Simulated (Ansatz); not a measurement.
Magnesium, hcp: convergence with the k-point mesh

Computed with Ansatz, r²SCAN, scalar-relativistic PAW, on the relaxed cell (a = 3.179 Å, c = 5.157 Å (c/a = 1.622); spin not included). Errors count from a run at 500 eV on a Γ-centred 19×19×10 mesh with Fermi-Dirac smearing of 0.1 eV, extrapolated to zero width. Fixed here: cutoff 500 eV, Fermi-Dirac width 0.1 eV. The SCF starts from atomic densities corrected by a trained network.

| k-mesh | E(σ→0) error (meV/atom) | P (GPa) | SCF iterations |
| --- | --- | --- | --- |
| 2×2×1 | 119.8 | 0.25 | 6 |
| 3×3×2 | 363.3 | 0.94 | 6 |
| 6×6×3 | 45.8 | 0.14 | 6 |
| 7×7×4 | -6.3 | 0.26 | 6 |
| 9×9×5 | 1.0 | 0.03 | 6 |
| 12×12×7 | -2.8 | 0.01 | 6 |
| 16×16×9 | 1.3 | 0.06 | 6 |

Q: What does the run at 4×4×2 give (k-mesh)?

A: E(σ→0) error (meV/atom): -14.4; P (GPa): 0.00; SCF iterations: 6.

Within 5 meV/atom of the last row: from 9×9×5 on.
